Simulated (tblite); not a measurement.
Compound: C4H5O2 (doublet state).
Numbering: `[CH2:1][C:2](=[O:3])[C@H:4]1[CH2:5][O:6]1` (hydrogens: H7, H8 on C1; H9 on C4; H10, H11 on C5)
Bond orders are those of one Lewis drawing.

Computed with GFN2-xTB (tblite), gas phase: L-BFGS steps from a force-field or distance-geometry start until the largest atomic force falls under 0.01 eV/Å.

Step 16: E = -520.2847 eV
```
atom  x, y, z in Å  |  force x, y, z in eV/Å
C1      1.8628   -0.0065   -0.3559    0.022   0.007  -0.014
C2      0.8027   -0.1387    0.5690    0.024   0.020  -0.013
O3      0.9299   -0.0116    1.7866   -0.001  -0.029  -0.013
C4     -0.5470   -0.4950   -0.0286   -0.015  -0.005   0.065
C5     -1.6625    0.4500    0.0335   -0.023   0.034  -0.046
O6     -0.9752    0.1961   -1.1617   -0.010   0.016   0.025
H7      1.6916   -0.1621   -1.4064    0.005   0.039   0.021
H8      2.8536    0.2216   -0.0010   -0.018  -0.004  -0.019
H9     -0.7662   -1.5606   -0.0208   -0.029  -0.043   0.036
H10    -1.5042    1.4282    0.4724    0.045  -0.008  -0.005
H11    -2.6800    0.0813    0.0872    0.000  -0.024  -0.038
```

Step 17: E = -520.2853 eV
```
atom  x, y, z in Å  |  force x, y, z in eV/Å
C1      1.8607   -0.0029   -0.3562    0.012   0.014  -0.001
C2      0.8031   -0.1381    0.5714    0.007  -0.002  -0.021
O3      0.9282   -0.0189    1.7901    0.019  -0.021  -0.046
C4     -0.5458   -0.4959   -0.0281   -0.030   0.001   0.077
C5     -1.6601    0.4514    0.0318   -0.022   0.016  -0.049
O6     -0.9741    0.1925   -1.1629    0.014   0.016   0.033
H7      1.6838   -0.1571   -1.4065    0.017   0.045   0.041
H8      2.8532    0.2211   -0.0036   -0.014  -0.007  -0.024
H9     -0.7652   -1.5619   -0.0155   -0.034  -0.024   0.032
H10    -1.5013    1.4307    0.4691    0.043  -0.024  -0.016
H11    -2.6771    0.0819    0.0844   -0.012  -0.015  -0.025
```

Step 18: E = -520.2860 eV
```
atom  x, y, z in Å  |  force x, y, z in eV/Å
C1      1.8585    0.0013   -0.3563   -0.008   0.023   0.014
C2      0.8035   -0.1374    0.5736   -0.018  -0.029  -0.021
O3      0.9268   -0.0276    1.7935    0.044  -0.008  -0.064
C4     -0.5452   -0.4970   -0.0262   -0.041   0.004   0.063
C5     -1.6579    0.4533    0.0290   -0.015  -0.010  -0.033
O6     -0.9724    0.1886   -1.1637    0.043   0.005   0.031
H7      1.6752   -0.1507   -1.4060    0.027   0.048   0.044
H8      2.8528    0.2205   -0.0069    0.000  -0.008  -0.023
H9     -0.7647   -1.5638   -0.0088   -0.038   0.007   0.027
H10    -1.4971    1.4331    0.4652    0.032  -0.033  -0.026
H11    -2.6742    0.0823    0.0807   -0.027   0.001  -0.011
```

Question: Estimate the geometry and energy of step 19. (The exact step hangs on the optimiser's Hessian estimate; all steps are aligned on step 18, rigid shifts and turns removed.)

Answer: E = -520.2868 eV, largest force 0.092 eV/Å
```
atom  x, y, z in Å  |  force x, y, z in eV/Å
C1      1.8557    0.0069   -0.3563   -0.029   0.030   0.025
C2      0.8037   -0.1372    0.5758   -0.040  -0.053  -0.011
O3      0.9261   -0.0381    1.7966    0.071   0.007  -0.058
C4     -0.5451   -0.4984   -0.0228   -0.041   0.000   0.026
C5     -1.6557    0.4554    0.0252   -0.006  -0.037  -0.004
O6     -0.9695    0.1840   -1.1642    0.069  -0.016   0.018
H7      1.6655   -0.1419   -1.4047    0.034   0.048   0.025
H8      2.8523    0.2196   -0.0113    0.015  -0.007  -0.014
H9     -0.7648   -1.5658   -0.0002   -0.043   0.038   0.023
H10    -1.4914    1.4354    0.4598    0.014  -0.033  -0.030
H11    -2.6712    0.0827    0.0761   -0.042   0.023   0.000
```

The energy changes by -0.0008 eV. The first-order estimate −F·Δx gives -0.0011 eV and the mean of the old and new forces, exact on a quadratic surface, -0.0008 eV. The step makes an angle of 75° with the force vector and moves no atom by more than 0.013 Å.

What follows is the cost of the whole relaxation. On one thread, Arm Neoverse V2 (aarch64), on a shared host, this took 0.21 s of wall time.
